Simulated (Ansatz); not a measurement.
Relaxing AgP

These are results of Ansatz, DFT PBE, scalar-relativistic, plane waves, PAW, not measurements. Cutoff 420 eV, Γ-centred k mesh, Gaussian smearing, no spin polarisation in the final step.

The start puts AgP on the caesium chloride structure type (Pm-3m, No. 221), with Ag in place of Cs, P in place of Cl, at a guessed volume.

```yaml
crystal:
  lattice:
    - [3.35510, 0.00000, 0.00000]
    - [0.00000, 3.35510, 0.00000]
    - [0.00000, 0.00000, 3.35510]
  atoms:
    - { symbol: Ag, position: [0.00000, 0.00000, 0.00000] }
    - { symbol: P, position: [0.50000, 0.50000, 0.50000] }
```

Cell and atoms relax at zero pressure; the relaxation can't lower the symmetry of the start. After a coarse first stage the cell is made exact in the group found at 0.06 Å.

The zero of energy is the elements' standard structures at the same level; no fitted shifts are applied.

Problem. What does it relax into?

Solution. It keeps Pm-3m (No. 221). The result has the caesium chloride structure. Conventional cell: a = 3.245 Å. Around Ag lie 8 P at 2.81 Å and 6 Ag at 3.24 Å; around P lie 8 Ag at 2.81 Å and 6 P at 3.24 Å.

Space group Pm-3m (No. 221). a = 3.245 Å, b = 3.245 Å, c = 3.245 Å, α = 90.00°, β = 90.00°, γ = 90.00°
```csv
atom,site,symmetry,x,y,z
Ag,1a,m-3m,0.0000,0.0000,0.0000
P,1b,m-3m,0.5000,0.5000,0.5000
```

Problem. What are its volume, energy, density and gap?

Solution. The volume per atom is 17.08 Å³. The density is 6.75 g/cm³. The energy over the elements is 0.48 eV/atom and the gap on the 18×18×18 mesh is 0 eV (a metal).

The final run used a 18×18×18 mesh on its 2-atom cell and 0.10 eV smearing. The k mesh leaves about 4 meV/atom of noise in metals. Symmetry constrained the relaxation, so the result can be a saddle point. The steps took roughly 40 core-seconds in all.

Cost: 3 runs of about 0.61 core-minutes in all, on Arm Neoverse V1 (shared hosts).